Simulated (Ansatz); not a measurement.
Start from `N[SiH2]P` and change one atom or group to get `N[SiH2]N`.

Ansatz, PBE0-D4/def2-TZVP geometries, multiplicity 1. Each molecule was computed in one conformer, which needn't be the lowest.

```
                                        property  `N[SiH2]P`
           HOMO energy (ωB97M-V/def2-TZVPP) / eV       -9.24
           LUMO energy (ωB97M-V/def2-TZVPP) / eV        1.78
               LUMO energy (PBE/def2-TZVPP) / eV       -0.70
         HOMO–LUMO gap (ωB97M-V/def2-TZVPP) / eV       11.03
size of the dipole moment (B3LYP/def2-TZVPP) / D        1.72
  size of the dipole moment (PBE/def2-TZVPP) / D        1.74
```

Question: What does the change do to each property? (An estimate is asked.)

Answer: The calculation gave: 
```json
{"property": "HOMO energy (ωB97M-V/def2-TZVPP) / eV", "`N[SiH2]N`": "-9.54", "shift": "-0.30"}
{"property": "LUMO energy (ωB97M-V/def2-TZVPP) / eV", "`N[SiH2]N`": "2.45", "shift": "0.67"}
{"property": "LUMO energy (PBE/def2-TZVPP) / eV", "`N[SiH2]N`": "0.19", "shift": "0.89"}
{"property": "HOMO–LUMO gap (ωB97M-V/def2-TZVPP) / eV", "`N[SiH2]N`": "11.99", "shift": "0.96"}
{"property": "size of the dipole moment (B3LYP/def2-TZVPP) / D", "`N[SiH2]N`": "0.74", "shift": "-0.98"}
{"property": "size of the dipole moment (PBE/def2-TZVPP) / D", "`N[SiH2]N`": "0.83", "shift": "-0.91"}
```

With PBE0 the HOMO falls by 0.07 eV and the LUMO rises by 0.87 eV, so the gap widens by about 0.94 eV. PBE moves the HOMO by 0.10 eV and ωB97M-V by -0.30 eV. Dipoles are sizes alone; their direction can turn.

B3LYP here is the variant with VWN-RPA as its local correlation; programs differ in this.
